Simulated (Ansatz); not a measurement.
C$_{5}$H$_{5}$F, SMILES `FC1=CCC=C1`. Charge 0, multiplicity 1. All single points use the PBE0-D4/def2-TZVP geometry.

```xyz
11

F    -2.358   -0.902    0.520
C    -1.134   -0.447    0.268
C    -0.021   -0.725    0.955
C     1.093    0.015    0.292
C     0.434    0.730   -0.844
C    -0.877    0.450   -0.847
H     0.069   -1.360    1.822
H     1.584    0.721    0.975
H     1.882   -0.658   -0.066
H     0.959    1.369   -1.540
H    -1.631    0.806   -1.535
```

Task: What is the dipole moment at r2SCAN/def2-TZVPP? (Estimate.)

Result: Computed: 1.84 D, with components (1.70, 0.62, -0.34) D in this frame, pointing from negative to positive charge.

Task: And with PBE, B3LYP, ωB97M-V? (Best estimate.)

Result: The calculation gave: PBE 1.77 D, B3LYP 1.89 D, ωB97M-V 1.88 D.

Task: Give the Mulliken charges with r2SCAN, ωB97M-V, PBE in def2-TZVPP. (Best estimate.)

Result: Computed: 
```json
{"atom": "F1", "r2SCAN": "-0.21", "ωB97M-V": "-0.20", "PBE": "-0.16"}
{"atom": "C2", "r2SCAN": "0.26", "ωB97M-V": "0.21", "PBE": "0.22"}
{"atom": "C3", "r2SCAN": "-0.24", "ωB97M-V": "-0.20", "PBE": "-0.22"}
{"atom": "C4", "r2SCAN": "0.10", "ωB97M-V": "-0.08", "PBE": "0.00"}
{"atom": "C5", "r2SCAN": "-0.16", "ωB97M-V": "-0.17", "PBE": "-0.16"}
{"atom": "C6", "r2SCAN": "-0.15", "ωB97M-V": "-0.14", "PBE": "-0.15"}
{"atom": "H7", "r2SCAN": "0.10", "ωB97M-V": "0.12", "PBE": "0.10"}
{"atom": "H8", "r2SCAN": "0.05", "ωB97M-V": "0.10", "PBE": "0.08"}
{"atom": "H9", "r2SCAN": "0.05", "ωB97M-V": "0.10", "PBE": "0.08"}
{"atom": "H10", "r2SCAN": "0.10", "ωB97M-V": "0.13", "PBE": "0.11"}
{"atom": "H11", "r2SCAN": "0.11", "ωB97M-V": "0.13", "PBE": "0.12"}
```

B3LYP here is the variant with VWN-RPA as its local correlation; programs differ in this.
